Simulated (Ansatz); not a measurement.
# One shape, several levels: SiH4 (SMILES [H][Si]([H])([H])[H])

We compute a comparison of 6 runs (HF/3-21G, B2PLYP/6-31G, r2SCAN/3-21G, revPBE/3-21G, RPA@PBE/6-31G, UCCSD(T)/6-31G) of SiH4. 

The results are computed with Ansatz 0.2.0.

51 further runs of the same task are left out: 51 set aside as unsound or not needed.

**1. The system as given**

SiH4 has 5 atoms, charge 0, and is taken as a singlet. SMILES: `[H][Si]([H])([H])[H]`. The H4–Si1 distance was set to 3.653 Å, away from the relaxed value. At this shape a bond of the SMILES string is far longer than usual.

Bond lengths: Si1–H2 1.461 Å, Si1–H3 1.461 Å, Si1–H5 1.461 Å. Angles: H2–Si1–H3 109.5°, H2–Si1–H5 109.5°, H3–Si1–H5 109.5°.

**2. The energy at HF/3-21G (run 1)**

Contents of input.yaml:

```yaml
crystal:
  periodic: [false, false, false]
  atoms:
    - {symbol: Si, position_ang: [1.045040, -1.795184, 0.698818]}
    - {symbol: H, position_ang: [1.056280, -1.814574, 2.159608]}
    - {symbol: H, position_ang: [2.418430, -1.783884, 0.200968]}
    - {symbol: H, position_ang: [-0.696580, 1.196700, -0.465720]}
    - {symbol: H, position_ang: [0.356750, -2.983634, 0.201238]}
basis:
  gaussian: {orbitals: 3-21G.json}
hamiltonian: {xc: hf}
accuracy: high
```

The basis set 3-21G is read from a file made from the Basis Set Exchange's data (not shown).

Run with:

```bash
ansatz run input.yaml --threads 1 --pin off --max-ram 2610MiB --events-out events.jsonl --progress --plain --runs-dir runs
```

Output:

```text
Warning: RAYON_NUM_THREADS=1 ignored (pool sized by the plan → 1); use --threads N
Functional definition: HF
  name "HF"
  exchange = exact_x
  correlation = 0
410 factors; integrals over basis functions are off by at most 4.0e-9 eV
mean field evaluation 1: about -7875.4719 eV, gradient 1.2e1 eV
mean field evaluation 2: about -7875.4704 eV, gradient 1.2e1 eV
mean field evaluation 4: about -7876.5922 eV, gradient 1.4e0 eV
mean field evaluation 8: about -7876.6035 eV, gradient 4.1e-4 eV
mean field evaluation 16: about -7874.0855 eV, gradient 2.1e-1 eV
mean field -7876.60351226 eV, -289.4598401220 hartree, gradient 9.1e-9 eV, S^2 0.000000; 0 other end points of the search recorded, 0 dependent functions left out
reference -7876.60351226 eV, -289.4598401220 hartree; 9, 9 occupied and 12, 12 virtual orbitals, 410 factors
Total energy: -7876.60351226 eV, -289.4598401220 hartree
```

Wall time 0.1 s (1 thread of Intel Xeon Platinum 8488C (Sapphire Rapids), shared host).

**3. A single-point energy at B2PLYP/6-31G (run 2)**

Contents of in.yaml:

```yaml
crystal:
  periodic: [false, false, false]
  atoms:
    - {symbol: Si, position_ang: [1.045040, -1.795184, 0.698818]}
    - {symbol: H, position_ang: [1.056280, -1.814574, 2.159608]}
    - {symbol: H, position_ang: [2.418430, -1.783884, 0.200968]}
    - {symbol: H, position_ang: [-0.696580, 1.196700, -0.465720]}
    - {symbol: H, position_ang: [0.356750, -2.983634, 0.201238]}
basis:
  gaussian:
    orbitals: 6-31G
accuracy: high
hamiltonian:
  xc: {name: B2PLYP}
correlation:
  frozen_orbitals: {H: 0, Si: 5}
```

Run with:

```bash
ansatz run in.yaml --threads 1 --pin off --max-ram 2610MiB --events-out events.jsonl --progress --plain --runs-dir runs
```

Output, shortened:

```text
Warning: RAYON_NUM_THREADS=1 ignored (pool sized by the plan → 1); use --threads N
Functional definition: B2PLYP
  name "B2PLYP"
[...]
467 factors; integrals over basis functions are off by at most 3.3e-9 eV
[...]
mean field -7930.53675827 eV, -291.4418503556 hartree, gradient 1.9e-8 eV, S^2 0.000000; 0 other end points of the search recorded, 0 dependent functions left out; unrestricted orbitals would lower it
5 core orbitals not correlated: weight in the atoms' cores, before any rotation towards them, 1.000 or more for the frozen orbitals, at most 0.000 for the correlated occupied ones
reference -7930.53678072 eV, -291.4418511805 hartree; 4, 4 occupied and 12, 12 virtual orbitals, 467 factors
second order -4.46913662 eV of doubles, -0.00000000 eV of singles
Total energy: -7931.74344761 eV, -291.4861953707 hartree
```

It took 0.84 s on 1 thread of Intel Xeon Platinum 8488C (Sapphire Rapids), shared host.

**4. The energy at r2SCAN/3-21G (run 3)**

Contents of run.yaml:

```yaml
crystal:
  periodic: [false, false, false]
  atoms:
    - {symbol: Si, position_ang: [1.045040, -1.795184, 0.698818]}
    - {symbol: H, position_ang: [1.056280, -1.814574, 2.159608]}
    - {symbol: H, position_ang: [2.418430, -1.783884, 0.200968]}
    - {symbol: H, position_ang: [-0.696580, 1.196700, -0.465720]}
    - {symbol: H, position_ang: [0.356750, -2.983634, 0.201238]}
basis:
  gaussian: {orbitals: 3-21G.json}
hamiltonian: {xc: r2scan}
accuracy: high
```

The basis set 3-21G is read from a file made from the Basis Set Exchange's data (not shown).

Run with:

```bash
ansatz run run.yaml --threads 1 --pin off --max-ram 2610MiB --events-out events.jsonl --progress --plain --runs-dir runs
```

Output:

```text
Warning: RAYON_NUM_THREADS=1 ignored (pool sized by the plan → 1); use --threads N
Functional definition: r2SCAN
  name "r2SCAN"
  parameter k0 = 0.174
  parameter k1 = 0.065
  parameter a1 = 4.9479
  exchange = r2scan_x(k0 = k0, k1 = k1, a1 = a1)
  correlation = r2scan_c
410 factors; integrals over basis functions are off by at most 4.0e-9 eV
mean field evaluation 1: about -7893.5603 eV, gradient 6.2e0 eV
mean field evaluation 2: about -7887.7209 eV, gradient 2.1e1 eV
mean field evaluation 4: about -7893.1563 eV, gradient 9.1e0 eV
mean field evaluation 8: about -7893.7432 eV, gradient 6.3e-4 eV
mean field -7893.74316351 eV, -290.0897106879 hartree, gradient 4.1e-8 eV, S^2 0.000000; 0 other end points of the search recorded, 0 dependent functions left out
reference -7893.74316411 eV, -290.0897107099 hartree; 9, 9 occupied and 12, 12 virtual orbitals, 410 factors
Total energy: -7893.74316411 eV, -290.0897107099 hartree
```

Run time: 1.3 s. Hardware: 1 thread of Intel Xeon Platinum 8488C (Sapphire Rapids), shared host; peak memory 0.14 GiB.

Runs 4 to 5 aren't shown in full; the table further down has their settings and results.

**5. The energy at UCCSD(T)/6-31G (run 6)**

input.yaml: that of step 2 with these lines changed.

```diff
@@ -9,4 +9,11 @@
 basis:
-  gaussian: {orbitals: 3-21G.json}
-hamiltonian: {xc: hf}
+  gaussian:
+    orbitals: 6-31G
+magnetization:
+  spin_polarized: true
+correlation:
+  method: ccsd_t
+  frozen_orbitals: {H: 0, Si: 5}
 accuracy: high
+scf:
+  omitted_lower_state_checks: [cluster_reference, increment]
```

Run with:

```bash
ansatz run input.yaml --threads 1 --pin off --max-ram 2610MiB --events-out events.jsonl --progress --plain --runs-dir runs
```

Output, shortened:

```text
Warning: RAYON_NUM_THREADS=1 ignored (pool sized by the plan → 1); use --threads N
Functional definition: HF
  name "HF"
[...]
467 factors; integrals over basis functions are off by at most 3.3e-9 eV
[...]
mean field -7920.26305372 eV, -291.0642986773 hartree, gradient 1.3e-8 eV, S^2 0.985539; 5 other end points of the search recorded, 0 dependent functions left out
5 core orbitals not correlated: weight in the atoms' cores, before any rotation towards them, 1.000 or more for the frozen orbitals, at most 0.000 for the correlated occupied ones
reference -7920.26305372 eV, -291.0642986773 hartree; 4, 4 occupied and 12, 12 virtual orbitals, 467 factors
second order -1.30929877 eV of doubles, -0.00000000 eV of singles
cycle   1  -1.65707931 eV  change   -3.5e-1 eV  update   4.8e-2
[...]
cycle  34  -1.84640734 eV  change  -3.7e-10 eV  update  2.9e-10
perturbative correction -0.02466167 eV, -0.0009062996 hartree
Total energy: -7922.13412274 eV, -291.1330591952 hartree
Checks for a lower state left out: cluster_reference, increment
```

Wall time 0.34 s (1 thread of Intel Xeon Platinum 8488C (Sapphire Rapids), shared host).

**6. The series**

```
run           level  frozen core orbitals  energy (Eh)  wall time
  1        HF/3-21G                     –  -289.459840      0.1 s
  2    B2PLYP/6-31G                     5  -291.486195     0.84 s
  3    r2SCAN/3-21G                     –  -290.089711      1.3 s
  4    revPBE/3-21G                     –  -290.089886     0.58 s
  5   RPA@PBE/6-31G                     5  -291.164758     0.95 s
  6  UCCSD(T)/6-31G                     5  -291.133059     0.34 s
```

**7. Outcome**

```
                                          quantity          value
                               run 6: total energy  -291.13306 Eh
run 6: correlation energy (5 core orbitals frozen)      -68.8 mEh
                             run 6: (T) correction      -0.91 mEh
          run 6: ⟨S²⟩ of the reference determinant          0.986
                              run 6: T1 diagnostic          0.014
```

In words: Totals of different functionals can't be ranked against each other. In runs 2, 5 the log says that unrestricted orbitals would lower the reference, so the values rest on an unstable closed-shell determinant (other closed-shell runs at this shape may share the fault). In runs 1, 2, 3, 4, 5 a closed-shell determinant meets a far-stretched bond, which it describes badly. Spin contamination of the reference: run 6 ⟨S²⟩ = 0.99. Where it is this large, the reference is a mixture of spin states, and values that rest on it are in doubt. All runs together took 4.1 s, the longest 1.3 s.
